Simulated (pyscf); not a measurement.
H₃C–Al(CH₃)–NH₂ + ethylene (H₂C=CH₂) -> H₃C–CH₂–CH₂–Al(CH₃)–NH₂, gas phase, singlet surface. PySCF, gas phase, ωB97X-D3(BJ)/def2-SVP geometries. ΔG in kcal/mol from ωB97M-D3(BJ)/def2-TZVP energies (ideal gas, 1 atm, RRHO with modes under 100 cm⁻¹ raised to 100, one conformer, R ln 2 for chiral ones without a mode under 150 cm⁻¹).

```csv
T (K),ΔG
298,-6.7
600,+5.0
900,?
1200,+27.7
```

Task: Fit a line to the three values, predict ΔG at 900 K, and estimate where the reaction turns unfavourable at 1 atm of each gas.

Result: Least squares gives ΔG = -18.0 + 38.1 × T/1000 K, so ΔS is about -159 J/(mol K) and ΔH about -18.0 kcal/mol over this range (ΔH at 298 K: -18.3). At 900 K the line gives +16.3; the computed value is +16.5. ΔG = 0 falls near 470 K; 1 kcal/mol in the energy moves that by 26 K. This is thermodynamics alone and says nothing of the barrier.
